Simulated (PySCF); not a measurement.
**Working out the ionisation energy of Cl**

Cl [Ne] 3s2 3p5 (2P) → Cl⁺ [Ne] 3s2 3p4 (3P). Calculation: PySCF 2.14, in x2c-SVPall (4s3p1d, 18 functions); scalar relativity by spin-free X2C-1e. Frozen: [Ne]. Energies in hartree (1 hartree = 27.21139 eV):

| part | Cl (lower) | Cl⁺ (upper) |
| --- | --- | --- |
| UHF | -460.712377 | -460.280060 |
| CCSD correlation | -0.125786 | -0.108117 |
| (T) | -0.001019 | -0.001031 |

Question: What does Hartree-Fock give?

Answer: (-460.280060) − (-460.712377) = 0.432317 hartree = 11.764 eV.

Question: What do CCSD and CCSD(T) give?

Answer: The CCSD correlation energies differ by 0.017669 hartree = 0.481 eV and the triples by -0.000012 hartree = 0.000 eV, so CCSD gives 12.245 eV and CCSD(T) 12.245 eV.

Measured between the centres of the two terms (NIST): 12.974 eV, so CCSD(T) (valence) is off by -0.729 eV.

A double-zeta basis recovers only part of the correlation energy.

What remains against the reference includes basis incompleteness, the frozen core and higher excitations.
